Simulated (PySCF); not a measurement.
LiF, SMILES [F][Li]. Atoms are numbered in the order given.

```xyz
2

Li     0.0000     0.0000    -1.1862
F      0.0000     0.0000     0.3954
```
Charge 0, spin multiplicity 1.

Geometry optimised at PBE-D3(BJ)/def2-TZVPD.

These are C-PCM-ωB97X/def2-TZVPD in PySCF 2.14.0 values and carry that method's errors.

The values are the electrostatic part of the solvation free energy, E(continuum) − E(gas) at the gas-phase geometry, in a cavity of scaled van der Waals radii (PySCF's table); cavitation and dispersion terms are not included. A continuum can't describe solvent molecules that bind to the metal. In vacuum the orbital gap is 10.65 eV. The dipole moment in vacuum is 6.38 D.

| solvent | ε | ΔG(elec) (kcal/mol) | dipole (D) | gap (eV) |
|---|---|---|---|---|
| water | 78.36 | -19.7 | 6.92 | 12.80 |
| tetrahydrofuran | 7.43 | -17.1 | 6.85 | 12.52 |
| acetone | 20.49 | -19.0 | 6.90 | 12.71 |
